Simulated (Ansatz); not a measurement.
# Si2H3 (doublet): from Hartree-Fock to the top rungs, cc-pVDZ

The task here is to estimate one member of a computed series from the others.

Program: Ansatz 0.2.0, Gaussian basis. Level of theory: cc-pVDZ, core rule «outside noble gas», up to 10 orbitals frozen. These are calculated values, not measurements.

Plan: UHF; CCSD(T) on ROHF; CCSD(T) on UHF; BCCD(T) on ROHF; CISD; CCSDT(Q) on ROHF; CCSDT(Q) on UHF.

17 further runs of the same task are left out: 1 for a known fault of the program, 7 that didn't finish, 9 set aside as unsound or not needed.

**The system**

The geometry is a PBE0/def2-TZVP stationary point (not a proven minimum).

5 atoms, charge 0, spin multiplicity 2.

Atoms are counted from 1 here; the program's logs count them from 0.

Bond lengths: Si1–Si2 2.282 Å, Si1–H3 1.492 Å, Si1–H4 1.491 Å, Si2–H5 1.528 Å. Angles: Si2–Si1–H3 129.4°, Si2–Si1–H4 123.7°, H3–Si1–H4 106.9°, Si1–Si2–H5 86.8°.

The first run:

in.yaml reads:

```yaml
crystal:
  periodic: [false, false, false]
  atoms:
    - {symbol: Si, position_ang: [0.000000, 0.023519, 1.089742]}
    - {symbol: Si, position_ang: [0.000000, -0.076896, -1.189690]}
    - {symbol: H, position_ang: [0.000000, 1.216633, 1.985750]}
    - {symbol: H, position_ang: [0.000000, -1.180037, 1.969732]}
    - {symbol: H, position_ang: [0.000000, 1.450716, -1.170505]}
basis:
  gaussian: {orbitals: cc-pVDZ}
magnetization: {spin_polarized: true, initial_magnetization: 1}
hamiltonian: {xc: hf}
output: {orbitals: {seedname: orbitals}}
```

Command:

```console
ansatz run in.yaml --threads 1 --pin off --events-out ev --progress --plain --max-ram 2393MiB
```

Among the steps run: UHF; CCSD(T) on ROHF; CCSD(T) on UHF; BCCD(T) on ROHF; CISD; CCSDT(Q) on ROHF; CCSDT(Q) on UHF.

One table of the session follows, with a row left open; its other results are not shown here.

It belongs to the step «Misses and costs». 

```
   method  from UCCSDT(Q) (meV)
     ROHF               +6146.1
      UHF               +6070.7
     RMP2               +1383.7
     UMP2               +1399.4
     CISD                +767.0
    RCCSD                +239.3
    UCCSD                +236.6
 RCCSD(T)                 +50.9
 UCCSD(T)                 +51.3
  BCCD(T)                 +49.9
   RCCSDT                     ?
   UCCSDT                 +10.8
RCCSDT(Q)                  +0.4
UCCSDT(Q)                     0
```

Estimate the missing values for RCCSDT.

As computed: from UCCSDT(Q) (meV): +11.0. In the column «from UCCSDT(Q) (meV)» it lies between UCCSDT (+10.8) and BCCD(T) (+49.9).

With the free atoms at the same levels and basis (separate runs), the atomisation energy is 11.189 eV at UCCSDT(Q), 11.163 eV at RCCSD(T), 11.161 eV at UCCSD(T), 8.802 eV at ROHF.

Caveats from the session: Restricted and unrestricted rows rest on different reference determinants; where their highest levels disagree by more than a few hundredths of an eV, they describe different states and don't form one ladder.
